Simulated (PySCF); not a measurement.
**H3NaOSi, a fragment of a glass network (monomer): interaction energy**

An exercise on one series of results from a longer session: the logs are not shown, and one member is left open.

Programs: PySCF 2.14.0. All values are calculated, for the isolated system unless a continuum is named. Atoms count from 0, parts from 1.

## The system as given

6 atoms, charge 0, multiplicity 1; geometry: GFN2-xTB. Parts: 1 = atoms 0–4, `[O-][SiH3]`, charge -1; 2 = atom 5, `[Na+]`, charge 1.

Set-up of the first run:

Job settings and geometry (Å):

```
{"job": {"xc": "PBE0", "basis": "def2-SVPD", "d3": "d3bj", "grid": 2, "kind": "geom", "shake": 0.01}, "charge": 0, "multiplicity": 1, "parts": [{"atoms": "0-4", "charge": -1, "multiplicity": 1}, {"atoms": "5-5", "charge": 1, "multiplicity": 1}]}
Si     0.050262    -0.128442    -0.005554
O      1.549083    -0.489151    -0.110885
H     -0.198193     1.294179    -0.439698
H     -0.741860    -0.972784    -0.892486
H     -0.471185    -0.257514     1.360273
Na     3.340573    -0.915359    -0.365515
```

Command:

```sh
OMP_NUM_THREADS=1 python cluster_run.py task.json out
```

One launch serves the whole session: the jobs run in the order shown.

Steps of the session up to this table: Optimising the geometry at PBE0-D3(BJ)/def2-SVPD; Coupled-cluster interaction energy: CCSD(T) and MP2.

One table of the session follows, with a row left open; its other results are not shown here.

It belongs to the step «Coupled-cluster interaction energy: CCSD(T) and MP2». 

```
                 method  interaction energy (kcal/mol)
         HF/aug-cc-pVDZ                        -139.59
        MP2/aug-cc-pVDZ                        -133.68
       CCSD/aug-cc-pVDZ                        -135.05
    CCSD(T)/aug-cc-pVDZ                        -134.09
         HF/aug-cc-pVTZ                        -141.03
        MP2/aug-cc-pVTZ                        -135.58
    SCS-MP2/aug-cc-pVTZ                        -135.94
      MP2, extrapolated                        -135.77
CCSD(T), limit estimate                              ?
```

Q: Estimate the row for CCSD(T), limit estimate from the others.

The run gave: interaction energy (kcal/mol): -136.19. In the column «interaction energy (kcal/mol)» it lies between HF/aug-cc-pVDZ (-139.59) and SCS-MP2/aug-cc-pVTZ (-135.94).

In this run the core of Na (2s2p) is correlated, in a basis without core functions; only the other cores are frozen.

To keep in mind: The interaction energy leaves out the deformation of the parts, 1.17 kcal/mol (MP2); added to the CCSD(T) estimate it gives a binding of about -135.0 kcal/mol.
